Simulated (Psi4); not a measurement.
# doublet HCl−: levels of theory compared

We compute a comparison of 6 runs (UBHLYP/def2-TZVPPD, UM06-L/def2-TZVPPD, UPBE/def2-TZVPPD, UTPSS/def2-TZVPPD, UMP2/def2-TZVPPD, UCCSD/def2-TZVPPD) of doublet HCl−. 

The calculation is run with Psi4 1.11.

1 further run of the same task is left out (it didn't finish).

### Step 1. The molecule

The species is HCl− (2 atoms), meant as a doublet with charge -1. As SMILES of the parent species, `Cl`. Geometry: relaxed at PBE0-D4/def2-TZVP. That shape belongs to the parent species and isn't relaxed for this state.

Bond lengths: Cl1–H2 1.279 Å.

### Step 2. Energy and gradient at UBHLYP/def2-TZVPPD (run 1)

Contents of clh.in:

```
memory 1.6 GB

molecule m {
  -1 2
  Cl
  H 1 1.278791
  units angstrom
  symmetry c1
}

set reference uks
set puream true
set e_convergence 1e-09
set d_convergence 1e-08
set scf_type pk
set dft_radial_points 99
set dft_spherical_points 590
set maxiter 100

gradient("bhhlyp/def2-TZVPPD")
print_variables()
```

Launch:

```bash
$ psi4 -i clh.in -o clh.out -n 1
```

clh.out:

```text
[...]
  Running in c1 symmetry.
[...]
  Nuclear repulsion =    7.034779398189383
[...]
  Multiplicity = 2
[...]
  Nalpha       = 10
  Nbeta        = 9
[...]
    Number of basis functions: 68
[...]
   @UKS iter   1:  -460.69160975282358   -1.29657e-02   5.17066e-03 DIIS/ADIIS
[...]
   @UKS iter  13:  -460.76450173272906   -3.97904e-13   2.87336e-09 DIIS
[...]
   @S^2 Observed:                7.503892376E-01
[...]
  @UKS Final Energy:  -460.76450173272906
   => Energetics <=
    Nuclear Repulsion Energy =              7.0347793981893831
    One-Electron Energy =                -653.7172006971704832
    Two-Electron Energy =                 200.6578944393334325
    DFT Exchange-Correlation Energy =     -14.7399748730813247
    Empirical Dispersion Energy =           0.0000000000000000
    VV10 Nonlocal Energy =                  0.0000000000000000
    Total Energy =                       -460.7645017327290589
[...]
  -Total Gradient:
     Atom            X                  Y                   Z
    ------   -----------------  -----------------  -----------------
       1       -0.000000000001     0.000000000006     0.039164407339
       2        0.000000000001    -0.000000000006    -0.039168194456
[...]
```

Wall time 10 s (1 thread of Intel Xeon Platinum 8259CL at 2.50GHz (Skylake/Cascade Lake), shared host); peak memory 0.46 GiB.

### Step 3. A single-point energy at UM06-L/def2-TZVPPD (run 2)

Contents of clh.inp:

```
memory 1.6 GB

molecule geom {
  -1 2
  Cl
  H 1 1.278791
  symmetry c1
  no_reorient
  no_com
}

set globals {
  basis                def2-TZVPPD
  reference            uks
  puream               true
  e_convergence        1e-09
  d_convergence        1e-08
  scf_type             pk
  dft_radial_points    99
  dft_spherical_points 590
  maxiter              100
}

e, wfn = energy('m06-l', return_wfn=True)
oeprop(wfn, 'LOWDIN_CHARGES', 'DIPOLE', 'QUADRUPOLE')
print_variables()
```

Launch:

```bash
$ psi4 -n 1 clh.inp clh.out
```

clh.out:

```text
[...]
  Running in c1 symmetry.
[...]
  Nuclear repulsion =    7.034779398189383
[...]
  Multiplicity = 2
[...]
  Nalpha       = 10
  Nbeta        = 9
[...]
    Number of basis functions: 68
[...]
   @UKS iter   1:  -460.62626566740033    8.02110e-02   6.35913e-03 DIIS/ADIIS
[...]
   @UKS iter  15:  -460.75289416555512   -4.88853e-12   5.98569e-09 DIIS
[...]
   @S^2 Observed:                7.512438062E-01
[...]
  @UKS Final Energy:  -460.75289416555512
   => Energetics <=
    Nuclear Repulsion Energy =              7.0347793981893831
    One-Electron Energy =                -653.4632830430839476
    Two-Electron Energy =                 214.4081040238835669
    DFT Exchange-Correlation Energy =     -28.7324945445440818
    Empirical Dispersion Energy =           0.0000000000000000
    VV10 Nonlocal Energy =                  0.0000000000000000
    Total Energy =                       -460.7528941655551193
[...]
 Multipole Moments:
 ------------------------------------------------------------------------------------
     Multipole            Electronic (a.u.)      Nuclear  (a.u.)        Total (a.u.)
 ------------------------------------------------------------------------------------
 L = 1.  Multiply by 2.5417464519 to convert [e a0] to [Debye]
 Dipole X            :         -0.0000000            0.0000000           -0.0000000
 Dipole Y            :          0.0000001            0.0000000            0.0000001
 Dipole Z            :         -3.4698502            1.1980381           -2.2718120
 Magnitude           :                                                    2.2718120
 L = 2.  Multiply by 1.3450342976 to convert [e a0^2] to [Debye ang]
 Quadrupole XX       :        -18.6352485            0.0000000          -18.6352485
 Quadrupole XY       :          0.0000000            0.0000000            0.0000000
[...]
```

Run time: 15 s. Hardware: 1 thread of Intel Xeon Platinum 8259CL at 2.50GHz (Skylake/Cascade Lake), shared host; peak memory 0.76 GiB.

Runs 3 to 5 aren't shown in full; the table further down has their settings and results.

### Step 4. A single-point energy at UCCSD/def2-TZVPPD (run 6)

Contents of clh.py:

```python
import psi4

psi4.set_memory('1600 MB')
psi4.set_num_threads(1)
psi4.core.set_output_file('run.log', False)

m = psi4.geometry("""
-1 2
Cl     1.03179046    -0.33731611     0.53063510
H     -1.03179046     0.33731611    -0.53063510
units bohr
symmetry c1
""")

options = {'basis': 'def2-TZVPPD', 'reference': 'uhf', 'puream': True, 'e_convergence': 1e-09, 'd_convergence': 1e-08, 'scf_type': 'pk', 'num_frozen_docc': 5, 'maxiter': 100}
psi4.set_options(options)

e_tot = psi4.energy('ccsd', molecule=m)
print(f'total energy {e_tot:.8f} hartree = {e_tot * 27.211386:.5f} eV')
```

Launch:

```bash
$ python clh.py
```

run.log:

```text
[...]
  Running in c1 symmetry.
[...]
  Nuclear repulsion =    7.034776967508858
[...]
  Multiplicity = 2
[...]
  Nalpha       = 10
  Nbeta        = 9
[...]
    Number of basis functions: 68
[...]
   @UHF iter   1:  -459.99073314230185   -7.61833e-02   3.50658e-03 DIIS/ADIIS
[...]
   @UHF iter  14:  -460.03470201760263   -6.19593e-12   9.02724e-09 DIIS
[...]
   @S^2 Observed:                7.508278879E-01
[...]
  @UHF Final Energy:  -460.03470201760263
   => Energetics <=
    Nuclear Repulsion Energy =              7.0347769675088578
    One-Electron Energy =                -653.2588821154220113
    Two-Electron Energy =                 186.1894031303105237
    Total Energy =                       -460.0347020176026263
  UHF NO Occupations:
  HONO-2 :    8  A 1.9999341
  HONO-1 :    9  A 1.9997540
[...]
 Multipole Moments:
 ------------------------------------------------------------------------------------
     Multipole            Electronic (a.u.)      Nuclear  (a.u.)        Total (a.u.)
 ------------------------------------------------------------------------------------
 L = 1.  Multiply by 2.5417464519 to convert [e a0] to [Debye]
 Dipole X            :         -0.0000000           -0.0000000           -0.0000000
 Dipole Y            :         -0.0000000            0.0000000           -0.0000000
 Dipole Z            :          3.7628778           -1.1980385            2.5648393
 Magnitude           :                                                    2.5648393
[...]
      * MP2 total energy                      = -460.249084125880131
[...]
      * CCSD total energy                     = -460.269535840483741
```

On the terminal:

```text
total energy -460.26953584 hartree = -12524.57200 eV
```

It took 16 s on 1 thread of Intel Xeon Platinum 8259CL at 2.50GHz (Skylake/Cascade Lake), shared host; peak memory 0.39 GiB.

### Step 5. Overview of the runs

| run | level | task | frozen core orbitals | energy (Eh) | HOMO energy (eV) | LUMO energy (eV) | ⟨S²⟩ | wall time |
| --- | --- | --- | --- | --- | --- | --- | --- | --- |
| 1 | UBHLYP/def2-TZVPPD | gradient | 0 | -460.764502 | 2.52 | 5.12 | 0.750 | 10 s |
| 2 | UM06-L/def2-TZVPPD | energy | 0 | -460.752894 | 3.23 | 4.67 | 0.751 | 15 s |
| 3 | UPBE/def2-TZVPPD | energy | 0 | -460.583221 | 3.39 | 4.06 | 0.750 | 9 s |
| 4 | UTPSS/def2-TZVPPD | gradient | 0 | -460.790309 | 3.38 | 3.67 | 0.750 | 22 s |
| 5 | UMP2/def2-TZVPPD | energy | 5 | -460.249084 | 1.63 | 6.05 | 0.751 | 3.6 s |
| 6 | UCCSD/def2-TZVPPD | energy | 5 | -460.269536 | 1.63 | 6.05 | 0.751 | 16 s |

### Step 6. Results

| quantity | value |
| --- | --- |
| run 6: total energy | -460.26954 Eh |
| run 6: HOMO energy (Hartree–Fock orbitals) (highest over α and β) | 1.63 eV |
| run 6: LUMO energy (Hartree–Fock orbitals) (lowest over α and β) | 6.05 eV |
| run 6: correlation energy (5 core orbitals frozen) | -234.8 mEh |
| run 6: ⟨S²⟩ of the reference determinant | 0.751 |
| run 6: T1 diagnostic | 0.060 |

In words: Totals of different functionals can't be ranked against each other. In runs 1, 2, 3, 4, 5, 6 the HOMO lies above zero, so the outermost electron may be held by the basis alone. All runs together took 75 s, the longest 22 s.
